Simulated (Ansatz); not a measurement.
`NC#CO` + H₂ → `C#CO` + NH₃ at 500 K and 1 bar (hydrogenolysis of a C–N bond).

Computed with Ansatz on PBE0-D4/def2-TZVP structures; ΔE is electronic, products minus reactants. CCSD(T)/CBS is the MP2 limit (def2-TZVPP, def2-QZVPP) plus CCSD(T) − MP2 in def2-TZVPP, frozen cores. This one scheme is used for every species. Each species was taken in one conformer, which may not be the lowest.

```
species  CCSD(T)/CBS energy (Eh)  H − E (kJ/mol)  S (J/(mol·K))
`NC#CO`               -207.68085           164.9          327.3
     H₂                 -1.17544            41.0          145.5
 `C#CO`               -152.38380           108.9          279.1
    NH₃                -56.50880           108.2          211.8
```

H − E and S are ideal-gas, rigid-rotor, harmonic terms from PBE0-D4/def2-TZVP, for one conformer and one mirror image of each species. The MP2-based limit puts H₂ 0.8 mEh under its directly extrapolated value; such offsets cancel only in part. 1 Eh = 2625.50 kJ/mol, R = 8.31446 J/(mol·K).

Question: By hand: ΔE, ΔH, ΔS and ΔG.

Answer: ΔE = (-152.38380) + (-56.50880) − (-207.68085) − (-1.17544) = -0.03631 Eh = -95.3 kJ/mol. Δ(H − E) = 108.9 + 108.2 − 164.9 − 41.0 = 11.2, so ΔH = -84.1 kJ/mol. ΔS = 279.1 + 211.8 − 327.3 − 145.5 = 18.1 J/(mol·K). ΔG = -84.1 − 500 × (18.1)/1000 = -93.1 kJ/mol.

Question: By hand: the equilibrium constant, and the temperature at which ΔG would vanish if ΔH and ΔS stayed fixed.

Answer: log₁₀ K = −ΔG/(RT ln 10) = 9.7. ΔH and −TΔS have one sign here, so there is no such temperature.

ΔH outweighs TΔS. A doubt of 5 kJ/mol in ΔE shifts log₁₀ K by 0.5 here. Other conformers and mirror images would add mixing entropy, several J/(mol·K) or more a flexible species. These are equilibria of isolated gas molecules and say nothing of rates. Largest T1 diagnostic: 0.013 (customary marks: 0.02 for closed shells, 0.045 for open ones).
